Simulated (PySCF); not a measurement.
## Fractional electron number in F⁻ (fluorine, charge -1)

The 2p beta orbital of [Ne] is emptied in steps (occupation f), with all orbitals relaxed, ending at [He] 2s2 2p5. Calculation: PySCF 2.14, in def2-TZVPPD (6s4p3d1f, 40 functions); no relativity, point nucleus. The exact energy is a straight line in f; departures are measured from the line between the end points of the same method.

```json
{"f": "1", "LDA (eV)": "0.000", "PBE (eV)": "0.000", "PBE0 (eV)": "0.000", "r2SCAN (eV)": "0.000", "B3LYP (eV)": "0.000", "BLYP (eV)": "0.000"}
{"f": "0.75", "LDA (eV)": "-1.056", "PBE (eV)": "-0.997", "PBE0 (eV)": "-0.603", "r2SCAN (eV)": "-0.879", "B3LYP (eV)": "-0.693", "BLYP (eV)": "-0.999"}
{"f": "0.5", "LDA (eV)": "-1.455", "PBE (eV)": "-1.367", "PBE0 (eV)": "-0.833", "r2SCAN (eV)": "-1.184", "B3LYP (eV)": "-0.957", "BLYP (eV)": "-1.373"}
{"f": "0.25", "LDA (eV)": "-1.121", "PBE (eV)": "-1.046", "PBE0 (eV)": "-0.640", "r2SCAN (eV)": "-0.893", "B3LYP (eV)": "-0.739", "BLYP (eV)": "-1.055"}
{"f": "0", "LDA (eV)": "0.000", "PBE (eV)": "0.000", "PBE0 (eV)": "0.000", "r2SCAN (eV)": "0.000", "B3LYP (eV)": "0.000", "BLYP (eV)": "0.000"}
```

Task: For LDA, how does the orbital energy at f = 1 compare with the removal energy?

Result: −ε = -1.285 eV against a total-energy difference of 4.136 eV. By Janak's theorem ε = ∂E/∂f, so the gap between them reflects the curvature. Along the path −ε is 1.169 (f = 0.75), 3.961 (f = 0.5), 7.018 (f = 0.25) eV.

```
method  E(f=0) − E(f=1) (eV)  −ε at f=1 (eV)  −ε at f=0.5 (eV)
   LDA                 4.136          -1.285             3.961
   PBE                 3.668          -1.476             3.537
  PBE0                 3.246           0.177             3.150
r2SCAN                 3.317          -1.270             3.285
 B3LYP                 3.534           0.005             3.412
  BLYP                 3.687          -1.458             3.537
```

At f = 1 the orbital energy is positive for LDA, PBE, r2SCAN, BLYP: only the finite basis holds the electron.

Reference removal energy between the ground levels: 3.401 eV (measured; photodetachment measurements, as compiled on the Wikipedia data page of electron affinities). The calculation has no spin-orbit coupling.
